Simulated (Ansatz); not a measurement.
**BH4N, singlet: CASSCF and its corrections**

Computed with Ansatz's Gaussian-basis code (development build); CASPT2, NEVPT3, NEVPT4(SD) by development code. Basis cc-pVDZ, nonrelativistic, 2 orbitals frozen in the corrections. State-specific CASSCF; RHF is the lowest restricted (open-shell) Hartree–Fock solution met. Letters tell apart solutions met in one space. Solutions may break the symmetry of the shape. Lower solutions, or ones in other orbitals, may exist.

Geometry:

```xyz
6

B     0.0000    0.0000   -0.7800
N     0.0000    0.0000    0.6125
H     0.0000    1.0455   -1.3584
H     0.0000   -1.0455   -1.3584
H    -0.8463    0.0000    1.1647
H     0.8463    0.0000    1.1647
```

CASSCF less RHF, in eV, and natural occupations:

```json
{"CAS": "(2,2) a", "CASSCF": "-0.450", "occupations": "1.98, 0.02"}
{"CAS": "(2,2) b", "CASSCF": "-0.357", "occupations": "1.98, 0.02"}
{"CAS": "(2,2) c", "CASSCF": "-0.338", "occupations": "1.99, 0.01"}
```

Q: What totals less RHF do the corrections give on each solution?

A: 

```json
{"CAS": "(2,2) a", "SC-NEVPT2": "-6.977", "FIC-NEVPT2": "-6.978", "NEVPT3": "-7.594", "NEVPT4(SD)": "-7.858", "CASPT2 (IPEA 0)": "-7.035"}
{"CAS": "(2,2) b", "SC-NEVPT2": "-6.970", "FIC-NEVPT2": "-6.970", "NEVPT3": "-7.606", "NEVPT4(SD)": "-7.834", "CASPT2 (IPEA 0)": "-7.081"}
{"CAS": "(2,2) c", "SC-NEVPT2": "-6.945", "FIC-NEVPT2": "–", "NEVPT3": "–", "NEVPT4(SD)": "–", "CASPT2 (IPEA 0)": "–"}
```

Q: How do single-reference totals in the same basis and frozen core stand against SC-NEVPT2 in CAS(2,2) a?

A: CCSD(T) -0.964 eV. Coupled cluster stands on the determinant that it favours, which can lie over the RHF solution above, and is in doubt where the occupations are far from 0, 1 and 2.
